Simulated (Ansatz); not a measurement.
# A ladder of methods for NH2 (SMILES [NH2])

The species is NH2 (3 atoms), meant as a doublet with charge 0. As SMILES, `[NH2]`. The shape was relaxed beforehand at r2SCAN/def2-SVP.

```xyz
3

N     0.3480   -0.2065    0.1715
H     0.1234    0.8046    0.1552
H    -0.4713   -0.5981   -0.3267
```

Each level gives the adiabatic ionisation energy (to the singlet cation, shapes relaxed at r2SCAN/def2-SVP, no zero-point term) (eV). The values are calculated.

| level | kind | program | value (eV) | less CCSD(T)/def2-TZVPP |
| --- | --- | --- | --- | --- |
| UHF/def2-TZVPP | Hartree–Fock | Ansatz | 11.77 | -0.59 |
| USVWN5/def2-TZVPP | LDA | Ansatz | 12.90 | +0.54 |
| U-r2SCAN/def2-TZVPP | meta-GGA | Ansatz | 12.98 | +0.62 |
| UB3LYP/def2-TZVPP | global hybrid | Ansatz | 12.74 | +0.38 |
| UCAM-B3LYP/def2-TZVPP | range-separated hybrid | Ansatz | 12.75 | +0.39 |
| UB2PLYP/def2-TZVPP | double hybrid | Ansatz | 12.60 | +0.24 |
| UMP2/def2-TZVPP | perturbation theory | Ansatz | 12.58 | +0.22 |
| UCCSD(T)/def2-TZVPP | coupled cluster or CI | Ansatz | 12.36 | 0.00 |

Differences are taken from UCCSD(T)/def2-TZVPP for orientation; it has basis-set and higher-order errors of its own. The values span 11.77 to 12.98 eV.
